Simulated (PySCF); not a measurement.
Rows and methods have been separated. Pair them.

Species: C-cyanomethanimine, C₂H₂N₂.
Atom-mapped SMILES: `[H]/[N:2]=[CH:3]\[C:4]#[N:5]` (hydrogens: H1 on N2; H6 on C3)

Structure used (PBE0-D3(BJ)/def2-TZVP), in Å, numbered top down from 1:
```
atom  x, y, z in Å
H1    -1.1916   -1.0549   -0.5273
N2    -1.3522   -0.1953   -0.0007
C3    -0.2676    0.3993    0.2565
C4     1.0395   -0.0670   -0.1388
N5     2.0778   -0.4470   -0.4584
H6    -0.2854    1.3347    0.8154
```

The closed-shell ground state was solved 3 times with PySCF (density fitting, gas phase), always in the pcSseg-2 basis (172 functions), with these functionals: B97-2, KT3 and PBE0. Geometry: PBE0-D3(BJ)/def2-TZVP; no solvent, vibrations or thermal averaging.

```tsv
row	total energy (Eh)	HOMO (eV)	LUMO (eV)	dipole (D)
P	-186.8676	-8.82	-2.50	1.42
Q	-189.8219	-7.69	-3.40	1.41
R	-186.7164	-9.10	-2.44	1.42
```

Q: Which functional belongs to which row?

A: P = B97-2, Q = KT3, R = PBE0. By rising HOMO–LUMO gap: KT3 (GGA) 4.29 eV; B97-2 (global hybrid, 21 % exact exchange) 6.32 eV; PBE0 (global hybrid, 25 % exact exchange) 6.66 eV. Total energies of different functionals aren't bounds to one another; each is stationary for its own functional.
